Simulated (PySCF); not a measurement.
**Gas-phase XPS of `C#CC#CC`, computed**

C5H4.
Geometry (GFN2-xTB, Å), atoms numbered from 1 in this order:
```xyz
9
C5H4 angstrom
C      2.3899    1.8757    0.9268
C      1.4809    1.1613    0.5901
C      0.4535    0.3562    0.2099
C     -0.4585   -0.3593   -0.1242
C     -1.5465   -1.2148   -0.5270
H      3.1804    2.4979    1.2203
H     -2.5009   -0.7505   -0.2761
H     -1.5092   -1.3860   -1.6035
H     -1.4761   -2.1746   -0.0142
```

Method used: PySCF, delta-SCF UKS SCAN, pcX-2 on the ionised atom, pcseg-1 elsewhere, spin-free X2C. Vertical ΔSCF values, vacuum level as zero.

Q: Give the core binding energies atom by atom.

A: 
```json
{"atom(s)": "C1", "bonded to": "C (triple bond) and H", "level": "C 1s", "binding energy (eV)": "290.06", "above the level's lowest (eV)": "0.00", "count": "1"}
{"atom(s)": "C4", "bonded to": "C (triple bond) and C", "level": "C 1s", "binding energy (eV)": "290.47", "above the level's lowest (eV)": "+0.41", "count": "1"}
{"atom(s)": "C3", "bonded to": "C (triple bond) and C", "level": "C 1s", "binding energy (eV)": "290.74", "above the level's lowest (eV)": "+0.68", "count": "1"}
{"atom(s)": "C2", "bonded to": "C (triple bond) and C", "level": "C 1s", "binding energy (eV)": "291.08", "above the level's lowest (eV)": "+1.02", "count": "1"}
{"atom(s)": "C5", "bonded to": "C and 3 H", "level": "C 1s", "binding energy (eV)": "291.76", "above the level's lowest (eV)": "+1.70", "count": "1"}
```

Lowest listed C 1s: C1, bonded to C (triple bond) and H. Highest, 1.70 eV above it: C5, bonded to C and 3 H.

Q: Give the binding energy of C 1s of C5 in hartree and in kJ/mol.

A: 291.76 eV = 10.7220 Eh = 28151 kJ/mol.

Spin contamination (⟨S²⟩ against 0.75 for a pure doublet) is marked for C 1s of C1 (0.87), C 1s of C2 (0.95), C 1s of C3 (0.91) and C 1s of C4 (0.94), which makes these values less certain. Isolated species at its GFN2-xTB geometry, gas phase.
